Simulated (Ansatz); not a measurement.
Cost and result for the atomization energy of C$_{4}$H$_{6}$F$_{2}$ (`C/C(F)=C(/C)F`) (12 atoms, 11 bonds).

| atom | x (Å) | y (Å) | z (Å) |
| --- | --- | --- | --- |
| C1 | 1.7378 | 0.6485 | -0.6273 |
| C2 | 0.3014 | 0.3388 | -0.4841 |
| F3 | -0.4649 | 0.8231 | -1.4850 |
| C4 | -0.3014 | -0.3388 | 0.4841 |
| C5 | -1.7378 | -0.6485 | 0.6273 |
| F6 | 0.4649 | -0.8232 | 1.4850 |
| H7 | 1.8941 | 1.7307 | -0.6557 |
| H8 | 2.1271 | 0.2318 | -1.5605 |
| H9 | 2.3003 | 0.2326 | 0.2066 |
| H10 | -2.1272 | -0.2313 | 1.5603 |
| H11 | -1.8941 | -1.7307 | 0.6562 |
| H12 | -2.3002 | -0.2330 | -0.2069 |

Total charge 0; spin multiplicity 1. The geometry is a stationary point of PBE0-D4/def2-TZVP. Program: Ansatz. All runs use 4 threads of an Arm Neoverse V1 on a shared host. Times are those of one run each, without the atoms' runs, and a repeat can differ threefold. Electronic energies, without spin–orbit coupling; frozen cores. CCSD(T)/CBS adds CCSD(T) − MP2 in def2-TZVPP to the MP2 limit, and its time is that of the two runs behind it. T1 = 0.011. HSE06 is the plane-wave form, built on full-range PBE exchange.

CCSD(T)/CBS is a level of theory with its own doubt, some kJ/mol a heavy atom from the limit and from the frozen cores, so smaller differences don't rank the functionals.

```tsv
level	functions	wall time
BLYP-D4/def2-TZVPP	270	2.1 s
PBE0-D4/def2-TZVPP	270	3 s
BHLYP-D4/def2-TZVPP	270	3.2 s
CAM-B3LYP-D4/def2-TZVPP	270	3.4 s
HSE06-D4/def2-TZVPP	270	3.5 s
r2SCAN-D4/def2-TZVPP (with forces)	270	5.5 s
PBE-QIDH/def2-TZVPP	270	7 s
ωB97X-V/def2-TZVPP	270	8 s
B97M-V/def2-TZVPP	270	10 s
CCSD(T)/def2-SVP	114	11 s
MP2/def2-QZVPP	522	30 s
CCSD(T)/def2-TZVPP	270	5.6 min
CCSD(T)/CBS(def2)	–	6.1 min
```

(1) What atomization energy does each give, and how far from CCSD(T)/CBS? (Estimate.)

Results:

(1) The calculation gave: 
```tsv
level	atomization (kJ/mol)	difference from CCSD(T)/CBS	per bond
BLYP-D4/def2-TZVPP	4938.7	20.4	1.9
PBE0-D4/def2-TZVPP	4973.3	55.0	5.0
BHLYP-D4/def2-TZVPP	4758.8	-159.5	-14.5
CAM-B3LYP-D4/def2-TZVPP	4960.1	41.8	3.8
HSE06-D4/def2-TZVPP	4977.6	59.3	5.4
r2SCAN-D4/def2-TZVPP (with forces)	4954.1	35.8	3.3
PBE-QIDH/def2-TZVPP	4915.7	-2.6	-0.2
ωB97X-V/def2-TZVPP	4933.8	15.5	1.4
B97M-V/def2-TZVPP	4940.0	21.7	2.0
CCSD(T)/def2-SVP	4726.3	-192.0	-17.4
MP2/def2-QZVPP	4977.2	58.9	5.4
CCSD(T)/def2-TZVPP	4802.5	-115.8	-10.5
CCSD(T)/CBS(def2)	4918.3	0.0	0.0
```

At CCSD(T), def2-SVP lies −191.9 kJ/mol from the extrapolated value and def2-TZVPP −115.7 kJ/mol: correlation converges slowly with the basis, and small sets miss more of it in the bonded molecule than in its fragments. From PBE to PBE0 (25 % exact exchange), in def2-TZVPP and without D4, the atomization energy moves by −110.9 kJ/mol: exact exchange takes away binding that semilocal exchange gives to molecules. In def2-TZVPP, CCSD(T) changes the Hartree–Fock value by +1199.7 kJ/mol (the triples alone add +78.1 kJ/mol) and MP2 by +1306.3 kJ/mol; breaking electron pairs costs correlation energy, which Hartree–Fock lacks.
